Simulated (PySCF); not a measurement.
A database entry of computed molecular properties. Lists by class give the value and the number of equivalent atoms.

```json
{
 "name": "CFCl3",
 "formula": "CCl3F",
 "smiles": "FC(Cl)(Cl)Cl",
 "inchi": "InChI=1S/CCl3F/c2-1(3,4)5",
 "charge": 0,
 "multiplicity": 1,
 "geometry_level": "GFN2-xTB",
 "atoms_angstrom": [
  ["F", 0.06, -0.141, 1.396],
  ["C", 0.005, -0.006, 0.067],
  ["Cl", -0.458, 1.661, -0.313],
  ["Cl", 1.603, -0.371, -0.604],
  ["Cl", -1.201, -1.14, -0.563]
 ],
 "electronic_structure_code": "PySCF",
 "results": {
  "GFN2-xTB geometry": {
   "point_group": "C3v",
   "rotational_constants_GHz": [2.444, 2.444, 1.709]
  },
  "B3LYP/Sadlej pVTZ ground state and GIAO shieldings, non-relativistic": {
   "dipole_D": 0.39,
   "homo_eV": -8.9,
   "lumo_eV": -1.73,
   "shift_vs_computed_TMS_C_by_class_ppm": [
    [156.3, 1]
   ],
   "shielding_other_nuclei_by_class_ppm": [
    ["F", 173.6, 1],
    ["Cl", 374.7, 3]
   ]
  }
 }
}
```

With B = h/(8π²I), that is 505.379 GHz u Å² over I, the principal moments of inertia are 206.7, 206.8 and 295.7 u Å² (most abundant isotopes). The rotational constants are those of an oblate symmetric top. A dipole of 0.39 D is allowed in C3v, and pure rotational transitions are dipole-allowed. The dipole equals about 1.3 × 10⁻³⁰ C·m (1 D = 3.33564 × 10⁻³⁰ C·m).

Isolated species at its GFN2-xTB geometry, gas phase. The shieldings hold no spin–orbit term; for a carbon that bears several chlorines this term is known to matter.
